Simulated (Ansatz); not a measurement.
# SiH₃ (doublet): from Hartree-Fock to the top rungs at distance H1–H2 along a hydrogen transfer = 0.745 Å, 6-31G

How much of the correlation energy of SiH₃ (doublet) does each wave-function method recover here?

Method: 6-31G, core rule «outside noble gas», up to 5 orbitals frozen; program: Ansatz 0.2.0, Gaussian basis.

Plan: UHF; CCSD(T) on ROHF; CCSD(T) on UHF; BCCD(T) on ROHF; CISD; CCSDT(Q) on ROHF; CCSDT(Q) on UHF; CISDTQ; CCSDTQ on ROHF; CCSDTQ on UHF; CASSCF and MRCISD+Q, 3 electrons in 3 orbitals; CASSCF and NEVPT2, 3 electrons in 3 orbitals; CASSCF and MRCISD+Q, 7 electrons in 7 orbitals; CASSCF and NEVPT2, 7 electrons in 7 orbitals; Full CI.

6 further runs of the same task are left out: 5 that didn't finish, 1 set aside as unsound or not needed.

**1. The geometry**

The geometry derives from fragments relaxed apart (PBE0/def2-TZVP) and kept rigid, so it is no stationary point. A hydrogen atom is moved between rigid fragments.

4 atoms, charge 0, spin multiplicity 2.

Atoms are counted from 1 here; the program's logs count them from 0.

Bond lengths: H1–H2 0.745 Å, Si3–H4 1.532 Å.

**2. UHF**

in.yaml reads:

```yaml
crystal:
  periodic: [false, false, false]
  atoms:
    - {symbol: H, position_ang: [-2.677988, 0.047936, 0.000000]}
    - {symbol: H, position_ang: [-1.932988, 0.047936, 0.000000]}
    - {symbol: Si, position_ang: [0.146012, 0.047936, 0.000000]}
    - {symbol: H, position_ang: [0.542447, -1.431577, 0.000000]}
basis:
  gaussian: {orbitals: 6-31G}
magnetization: {spin_polarized: true, initial_magnetization: 1}
hamiltonian: {xc: hf}
output: {orbitals: {seedname: orbitals}}
```

On the command line:

```
> ansatz run in.yaml --threads 1 --pin off --events-out ev --progress --plain --max-ram 2393MiB
```

After this run come: CCSD(T) on ROHF; CCSD(T) on UHF; BCCD(T) on ROHF; CISD; CCSDT(Q) on ROHF; CCSDT(Q) on UHF; CISDTQ; CCSDTQ on ROHF; CCSDTQ on UHF; CASSCF and MRCISD+Q, 3 electrons in 3 orbitals; CASSCF and NEVPT2, 3 electrons in 3 orbitals; CASSCF and MRCISD+Q, 7 electrons in 7 orbitals; CASSCF and NEVPT2, 7 electrons in 7 orbitals; Full CI.

Before running them: what should the planned runs give, taken together? Wanted: FCI below the RHF energy; RMP2 from FCI; UMP2 from FCI; RCCSD from FCI; RCCSD(T) from FCI; UCCSD(T) from FCI; RCCSDT(Q) from FCI; UCCSDT(Q) from FCI; NEVPT2 valence from FCI.

The runs gave:

```
                         quantity                                                                                                                                        value
         FCI below the RHF energy                                                                                                                                   -1.9986 eV
                    RMP2 from FCI                                                                                                                                 +60.5 kJ/mol
                    UMP2 from FCI                                                                                                                                 +60.1 kJ/mol
                   RCCSD from FCI                                                                                                                                  +2.0 kJ/mol
                RCCSD(T) from FCI                                                                                                                                  +0.6 kJ/mol
                UCCSD(T) from FCI                                                                                                                                  +0.6 kJ/mol
               RCCSDT(Q) from FCI                                                                                                                                   0.0 kJ/mol
               UCCSDT(Q) from FCI                                                                                                                                   0.0 kJ/mol
          NEVPT2 valence from FCI                                                                                                                                 +20.3 kJ/mol
        MRCISD+Q valence from FCI                                                                                                                                  +1.0 kJ/mol
levels within 1 kcal/mol (43 meV)  RCCSD, UCCSD, RCCSD(T), UCCSD(T), BCCD(T), RCCSDT, UCCSDT, CISDTQ, RCCSDT(Q), UCCSDT(Q), RCCSDTQ, UCCSDTQ, MRCISD valence, MRCISD+Q valence
                    T1 diagnostic                                                                                                                                        0.013
   effectively unpaired electrons                                                                                                                                         1.04
```

In words: RCCSD(T) misses by +0.6 kJ/mol, 0.3 % of the correlation energy. One determinant dominates. Of the multireference levels listed MRCISD+Q valence comes nearest in total energy (+1.0 kJ/mol), which doesn't show that its space is the better one. These misses are within one basis, not against nature; the frozen cores of restricted and unrestricted runs differ, which can shift their rows.
